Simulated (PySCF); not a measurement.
Saddle point of CH₅BO, singlet (CH₅BO ([CH3][BH][OH]) → BHO ([BH][O]) + CH₄; bonds formed: C2–H4; bonds broken: B1–C2, O3–H4), PBE0-D4/def2-TZVP structure:

```json
{"atom": "B1", "x (Å)": "-0.8018", "y (Å)": "-0.2628", "z (Å)": "-0.6296"}
{"atom": "C2", "x (Å)": "0.5243", "y (Å)": "0.3420", "z (Å)": "0.4455"}
{"atom": "O3", "x (Å)": "-0.6886", "y (Å)": "-1.5290", "z (Å)": "-0.8056"}
{"atom": "H4", "x (Å)": "0.2233", "y (Å)": "-0.8740", "z (Å)": "-0.0167"}
{"atom": "H5", "x (Å)": "-1.5129", "y (Å)": "0.6452", "z (Å)": "-0.9531"}
{"atom": "H6", "x (Å)": "1.3448", "y (Å)": "-0.2135", "z (Å)": "0.9222"}
{"atom": "H7", "x (Å)": "0.9744", "y (Å)": "1.0927", "z (Å)": "-0.2035"}
{"atom": "H8", "x (Å)": "-0.0634", "y (Å)": "0.7994", "z (Å)": "1.2409"}
```

Energies are electronic, without zero-point energy. Barriers and step energies count from the start structure reached by relaxing down the imaginary mode; all methods use the PBE0-D4 structures, on which another method's saddle can fall below an end. Computed with PySCF 2.14 with density fitting (its default auxiliary sets; JK sets also for MP2 and CCSD(T)) (basis: def2-TZVPP, with def2-QZVPP for the basis limit); correlated methods freeze the cores. B3LYP uses VWN-RPA correlation. Extrapolation: Hartree–Fock as exp(−7.88 √X), correlation as X^−2.97.

```json
{"method": "SPW92", "barrier (kcal/mol)": "52.79", "step energy (kcal/mol)": "20.13"}
{"method": "PBE-D4", "barrier (kcal/mol)": "?", "step energy (kcal/mol)": "11.45"}
{"method": "r2SCAN-D4", "barrier (kcal/mol)": "58.74", "step energy (kcal/mol)": "12.47"}
{"method": "PBE0-D4", "barrier (kcal/mol)": "?", "step energy (kcal/mol)": "14.83"}
{"method": "B3LYP-D4", "barrier (kcal/mol)": "62.25", "step energy (kcal/mol)": "9.36"}
{"method": "BHLYP-D4", "barrier (kcal/mol)": "69.10", "step energy (kcal/mol)": "12.94"}
{"method": "wB97M-V", "barrier (kcal/mol)": "?", "step energy (kcal/mol)": "11.54"}
{"method": "HF", "barrier (kcal/mol)": "79.39", "step energy (kcal/mol)": "11.07"}
{"method": "MP2", "barrier (kcal/mol)": "60.94", "step energy (kcal/mol)": "8.58"}
{"method": "CCSD", "barrier (kcal/mol)": "66.75", "step energy (kcal/mol)": "10.71"}
{"method": "CCSD(T)", "barrier (kcal/mol)": "63.62", "step energy (kcal/mol)": "9.77"}
```

Q: Fill in the withheld barriers. (Judge from chemistry; the value comes from the calculation.)

A: By the calculation: wB97M-V 62.78; PBE-D4 54.86; PBE0-D4 60.73 kcal/mol. Each is the energy of the saddle less that of the start structure, by the same method.

For comparison, the barrier by CCSD(T) at an estimated basis limit (MP2 extrapolated from triple and quadruple zeta, plus CCSD(T) − MP2 in triple zeta) is 63.25 kcal/mol.

T1 diagnostic: at most 0.017.

Labels in which every atom is bracketed show which atoms are joined, not bond orders.

For scale, one of the runs: CCSD(T)/def2-TZVPP, 163 basis functions, launched by `OMP_NUM_THREADS=4 python run.py`. The run took 3.4 min on 4 CPU threads of an Arm Neoverse V1 (shared host), with 1.2 GiB of host memory at its peak.
